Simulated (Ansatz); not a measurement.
Relaxation of CH4BS (7 atoms, charge 0, multiplicity 2), to a largest force component of 0.015 eV/Å in at most 40 steps.

Theory: UKS PBE/def2-SVP in Ansatz.

```xyz
7
Properties=species:S:1:pos:R:3
C -0.809 0.344 -0.119
B 0.003 -0.944 -0.103
S -0.850 -2.563 0.206
H -1.546 0.325 -0.937
H -0.202 1.258 -0.344
H -1.364 0.536 0.846
H -1.118 -2.794 -1.186
```

Problem. Where does it end, and by what steps?

Solution. It converged. After 11 steps the energy has fallen by 0.873 eV; H7 moved furthest, 0.89 Å.

| step | energy less start (eV) | largest force component (eV/Å) | accepted |
| --- | --- | --- | --- |
| 0 | 0.0000 | 1.754 | yes |
| 1 | -0.1446 | 0.517 | yes |
| 2 | -0.2510 | 0.639 | yes |
| 3 | -0.4724 | 0.878 | yes |
| 4 | -0.6583 | 1.343 | yes |
| 5 | -0.7947 | 0.946 | yes |
| 6 | -0.8285 | 0.693 | yes |
| 7 | -0.8637 | 0.227 | yes |
| 8 | -0.8672 | 0.125 | yes |
| 9 | -0.8730 | 0.028 | yes |
| 10 | -0.8732 | 0.033 | yes |
| 11 | -0.8734 | 0.015 | yes |

```xyz
7
Properties=species:S:1:pos:R:3
C -0.907 0.462 -0.134
B -0.650 -0.971 -0.685
S -0.923 -2.524 0.128
H -1.633 0.985 -0.794
H 0.028 1.061 -0.194
H -1.288 0.513 0.910
H -0.513 -3.364 -0.870
```

The run took 31 s on 1 thread of Arm Neoverse V1, with other jobs on the host, peak memory 0.15 GiB.
